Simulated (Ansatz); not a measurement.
## HAl–CH, quartet in 6-31G: errors against full CI

Geometry: that of the HAl–CH, doublet, kept fixed. The doublet lies 1.1 eV lower here.

```yaml
atoms:
  - { symbol: Al, position_ang: [0.0000, -0.1078, 0.5675] }
  - { symbol: C, position_ang: [0.0000, 0.1965, -1.2432] }
  - { symbol: H, position_ang: [0.0000, 0.8566, 1.8248] }
  - { symbol: H, position_ang: [0.0000, -0.3133, -2.2039] }
```

Basis 6-31G; Ansatz 0.2.0. Only valence electrons are correlated (noble-gas cores frozen), which leaves 9 electrons in 20 orbitals. R marks a restricted (for open shells ROHF) determinant, U an unrestricted one. Active spaces: valence = (9e, 10o) chosen from the atoms' valence shells.

Full CI is exact within this basis and frozen core; it isn't the basis-set limit. The frozen core follows each run's orbitals, which can shift R against U totals by a few meV.

For open shells CISD and CISDTQ are restricted-active-space CI with the open shells as a complete middle space.

* UHF ⟨S²⟩: 3.770
* T1 diagnostic (RCCSD): 0.0231
* largest doubles amplitude (RCCSD): 0.034
* T1 diagnostic (UCCSD): 0.0157

```json
{"level": "RHF", "E − E(full CI) (kcal/mol)": "63.89", "share of correlation (%)": "0.00", "wall time": "–"}
{"level": "UHF", "E − E(full CI) (kcal/mol)": "60.54", "share of correlation (%)": "5.25", "wall time": "–"}
{"level": "RMP2", "E − E(full CI) (kcal/mol)": "16.27", "share of correlation (%)": "74.54", "wall time": "–"}
{"level": "UMP2", "E − E(full CI) (kcal/mol)": "15.40", "share of correlation (%)": "75.89", "wall time": "–"}
{"level": "CISD", "E − E(full CI) (kcal/mol)": "3.86", "share of correlation (%)": "93.95", "wall time": "0.57 s"}
{"level": "RCCSD", "E − E(full CI) (kcal/mol)": "1.44", "share of correlation (%)": "97.74", "wall time": "–"}
{"level": "UCCSD", "E − E(full CI) (kcal/mol)": "1.41", "share of correlation (%)": "97.80", "wall time": "–"}
{"level": "RCCSD(T)", "E − E(full CI) (kcal/mol)": "0.43", "share of correlation (%)": "99.33", "wall time": "0.57 s"}
{"level": "UCCSD(T)", "E − E(full CI) (kcal/mol)": "0.42", "share of correlation (%)": "99.35", "wall time": "0.48 s"}
{"level": "BCCD(T)", "E − E(full CI) (kcal/mol)": "0.44", "share of correlation (%)": "99.31", "wall time": "0.6 s"}
{"level": "RCCSDT", "E − E(full CI) (kcal/mol)": "0.08", "share of correlation (%)": "99.87", "wall time": "–"}
{"level": "UCCSDT", "E − E(full CI) (kcal/mol)": "0.06", "share of correlation (%)": "99.90", "wall time": "–"}
{"level": "CISDTQ", "E − E(full CI) (kcal/mol)": "0.09", "share of correlation (%)": "99.85", "wall time": "11 s (H100)"}
{"level": "RCCSDT(Q)", "E − E(full CI) (kcal/mol)": "0.01", "share of correlation (%)": "99.98", "wall time": "2.6 s"}
{"level": "UCCSDT(Q)", "E − E(full CI) (kcal/mol)": "-0.01", "share of correlation (%)": "100.01", "wall time": "2.2 s"}
{"level": "RCCSDTQ", "E − E(full CI) (kcal/mol)": "0.00", "share of correlation (%)": "100.00", "wall time": "20 s (H100)"}
{"level": "UCCSDTQ", "E − E(full CI) (kcal/mol)": "-0.02", "share of correlation (%)": "100.03", "wall time": "14 s (H100)"}
{"level": "CASSCF (valence space)", "E − E(full CI) (kcal/mol)": "22.42", "share of correlation (%)": "64.90", "wall time": "–"}
{"level": "NEVPT2 (valence space)", "E − E(full CI) (kcal/mol)": "6.34", "share of correlation (%)": "90.08", "wall time": "2.6 s"}
{"level": "NEVPT4(SD) (valence space)", "E − E(full CI) (kcal/mol)": "1.33", "share of correlation (%)": "97.92", "wall time": "4.9 s"}
{"level": "MRCISD (valence space)", "E − E(full CI) (kcal/mol)": "1.04", "share of correlation (%)": "98.37", "wall time": "–"}
{"level": "MRCISD+Q (valence space)", "E − E(full CI) (kcal/mol)": "0.57", "share of correlation (%)": "99.11", "wall time": "5.5 s"}
```

The correlation energy at full CI, counted from RHF, is -2.770 eV. That run took 10 s on 2 threads of AMD EPYC 7R13 with a shared H100 80 GB, shared host over 22,150,304 determinants.

Times hold each run's SCF and search for its determinant on a shared host, so for small cases they say little of a method's own cost; rows without a card ran on 1 thread of AMD EPYC 7R13.

The full-CI state has the irrep A'' of Cs, in the program's axes.

Natural occupations of full CI about the gap: 1.969 1.965 1.959 0.997 0.990 0.990 0.035 0.025 0.020 0.019; effectively unpaired electrons, Σ n²(2−n)², 3.03.
